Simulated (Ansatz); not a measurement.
Input file:

```yaml
crystal:
  periodic: [false, false, false]
  atoms:
    - {symbol: B, position_ang: [-0.243605, 0.000019, -0.077905]}
    - {symbol: H, position_ang: [0.182705, 0.539098, -1.158844]}
    - {symbol: H, position_ang: [2.247541, -0.000176, 3.153285]}
    - {symbol: H, position_ang: [0.182622, -0.539123, -1.158845]}
basis:
  gaussian: {orbitals: cc-pVDZ}
magnetization: {spin_polarized: false, initial_magnetization: 2}
correlation: {method: ccsd_t, electrons: outside_noble_gas}
```

```sh
$ ansatz run in.yaml --threads 1 --pin off --events-out ev --progress --plain --max-ram 2393MiB
```

Log:

```
262 factors; integrals over basis functions are off by at most 1.4e-3 eV
mean field evaluation 1: about -709.7983 eV, gradient 9.5e0 eV
mean field evaluation 2: about -709.7987 eV, gradient 9.5e0 eV
mean field evaluation 4: about -710.4887 eV, gradient 2.3e0 eV
mean field evaluation 8: about -710.5737 eV, gradient 3.2e-4 eV
mean field evaluation 16: about -710.5731 eV, gradient 1.4e-1 eV
mean field evaluation 32: about -710.1110 eV, gradient 6.0e0 eV
mean field evaluation 64: about -706.4290 eV, gradient 2.6e0 eV
mean field -710.57367216 eV, -26.1131008079 hartree, gradient 2.5e-6 eV, S^2 2.000000; 6 other end points of the search recorded, 0 dependent functions left out
mean field evaluation 96: about -710.5586 eV, gradient 2.5e0 eV
mean field evaluation 128: about -710.0115 eV, gradient 7.4e0 eV
mean field evaluation 160: about -710.7710 eV, gradient 7.3e-1 eV
mean field evaluation 192: about -710.8873 eV, gradient 2.3e-6 eV
determinant -710.57367216 eV, -26.1131008079 hartree, with singles and doubles -713.52590882 eV, -26.2215935038 hartree
determinant -710.54721700 eV, -26.1121285984 hartree, with singles and doubles -713.23518229 eV, -26.2109095012 hartree
determinant -707.43300445 eV, -25.9976833983 hartree, with singles and doubles -710.66322659 eV, -26.1163918724 hartree
determinant -710.57367216 eV, -26.1131008079 hartree, with singles and doubles -713.52643307 eV, -26.2216127698 hartree
determinant -710.54721700 eV, -26.1121285984 hartree, with singles and doubles -713.23584820 eV, -26.2109339728 hartree
mean field evaluation 224: about -710.5737 eV, gradient 1.8e-2 eV
unrestricted determinant -710.91329467 eV, -26.1255817049 hartree, S^2 3.0000
1 core orbitals not correlated: weight in the atoms' cores, before any rotation towards them, 1.000 or more for the frozen orbitals, at most 0.000 for the correlated occupied ones
reference -710.57367216 eV, -26.1131008079 hartree; 4, 2 occupied and 24, 26 virtual orbitals, 262 factors
second order -2.13542700 eV of doubles, -0.05354266 eV of singles
cycle   1  -2.95276310 eV  change   -2.2e-6 eV  update   6.1e-6
perturbative correction -0.07393192 eV, -0.0027169481 hartree
Total energy: -713.60036719 eV, -26.2243297984 hartree
```

For the same geometry and basis full CI lies 24.4 meV lower.

Ran on 1 thread of Arm Neoverse V2, shared host: 0.72 s wall, 0.08 GiB peak host memory.
